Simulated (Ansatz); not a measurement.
bcc Mo was calculated with PBE in Ansatz (plane waves, PAW).

Settings: plane-wave cutoff 520 eV, 24×24×24 k mesh, Fermi–Dirac smearing 0.05 eV, no spin polarisation, scalar-relativistic PAW data made under PBE.

Cell (relaxed at this level):

```cif
data_Mo2
_chemical_formula_sum 'Mo2'
_space_group_name_H-M_alt 'Im-3m'
_space_group_IT_number 229
_space_group_name_Hall '-I 4 2 3'
_cell_length_a 3.16081
_cell_length_b 3.16081
_cell_length_c 3.16081
_cell_angle_alpha 90.000
_cell_angle_beta 90.000
_cell_angle_gamma 90.000
loop_
_atom_site_label
_atom_site_type_symbol
_atom_site_symmetry_multiplicity
_atom_site_Wyckoff_symbol
_atom_site_fract_x
_atom_site_fract_y
_atom_site_fract_z
_atom_site_occupancy
Mo1 Mo 2 a 0.00000 0.00000 0.00000 1
```
(The calculation used a cell of 1 atom; values per cell refer to that cell.)

Problem. Predict the bulk modulus B0 and pressure derivative B′ of the bulk modulus.

Solution. 
- bulk modulus B0: 259 GPa
- pressure derivative B′ of the bulk modulus: 4.2

The run finds no gap.

Measured, for comparison: bulk modulus 265 GPa (zero-point energy and finite temperature contributions removed, our sources range from 265 to 278; as tabulated in doi:10.1021/acs.jctc.3c00612). Computed (rounded) less measured: bulk modulus -2 % (-2 % to -7 % over the range).

Ansatz is a quantum-chemistry and plane-wave program.
